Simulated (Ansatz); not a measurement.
The first iterations of a band of CH4N (6 atoms, charge 0, multiplicity 2).

Theory: UKS BHLYP-D4/def2-SVP (Ansatz 0.2.0).

```yaml
movable_images: 5
climbing_image: yes
spring: 5.0 eV/Å²
optimiser: quadratic models (default)
start_path: through a guess of the saddle point
force_threshold: 0.03 eV/Å
iteration_limit: 60
end_points: relaxed
```

Initial state:

```xyz
6
Properties=species:S:1:pos:R:3
C -0.068 -0.271 -0.235
N -0.283 0.426 0.992
H -0.270 0.372 -1.106
H -0.711 -1.152 -0.307
H 0.978 -0.599 -0.341
H 0.354 1.224 0.997
```

Final state:

```xyz
6
Properties=species:S:1:pos:R:3
C 0.085 -0.247 -0.256
N 0.381 0.528 0.906
H -0.149 0.393 -1.121
H -0.800 -0.884 -0.104
H 0.926 -0.890 -0.526
H -0.443 1.100 1.100
```

| iteration | highest image above the first end (eV) | largest band force component (eV/Å) |
| --- | --- | --- |
| 1 | 0.888 | 11.119 |
| 2 | 0.096 | 1.360 |

Task: Does the band converge within its limit, and where does its top end?

Result: It converged. It ended after 5 iterations with the highest image 0.045 eV above the first end. A vibrational analysis at the climbing image gives one clearly imaginary mode, 288i cm⁻¹: a first-order saddle point.

The run took 25 s on 1 thread of Intel(R) Xeon(R) 6975P-C (Granite Rapids), with other jobs on the host, peak memory 0.14 GiB.
